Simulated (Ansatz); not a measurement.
# Structure relaxation of TaSi₂

Method: DFT r2SCAN, scalar-relativistic, plane waves, PAW (Ansatz 0.2.0). Cutoff 500 eV, Γ-centred k mesh, Gaussian smearing, no spin polarisation in the final step.

This is the end of a relaxation of cell and atoms.

```
CELL_PARAMETERS angstrom
4.77997 0.00000 0.00000
-2.38998 4.13957 0.00000
0.00000 0.00000 6.55476
ATOMIC_POSITIONS crystal
Ta 0.50000 0.00000 0.00000
Ta 0.50000 0.50000 0.66667
Ta 0.00000 0.50000 0.33333
Si 0.15827 0.31655 0.00000
Si 0.84173 0.15827 0.66667
Si 0.68345 0.84173 0.33333
Si 0.84173 0.68345 0.00000
Si 0.15827 0.84173 0.66667
Si 0.31655 0.15827 0.33333
```

The zero of energy is the elements' standard structures at the same level; no fitted shifts are applied.

(1) What space group does it have?

(2) How far does it lie from the elements in energy?

(3) Is it a metal?

## Answers

(1) P6_422 (No. 181). Conventional cell: a = 4.780 Å, c = 6.555 Å. Ta is coordinated by 10 Si at 2.60–2.83 Å and 4 Ta at 3.24 Å; Si has 3 Si at 2.55–2.62 Å, 5 Ta at 2.60–2.83 Å, 2 Si at 2.83 Å, 2 Si at 3.15 Å and 2 Si at 3.33 Å.

(2) -0.46 eV/atom.

(3) Yes, bands cross the Fermi level on the 12×12×6 mesh.

The final run used a 12×12×6 mesh on its 9-atom cell and 0.10 eV smearing. For metals, differences of a few meV/atom aren't resolved. Spin–orbit coupling is left out.

Cost: 2 runs of about 1.5 core-minutes in all, on AMD EPYC 9R45 (Zen 5) (shared hosts).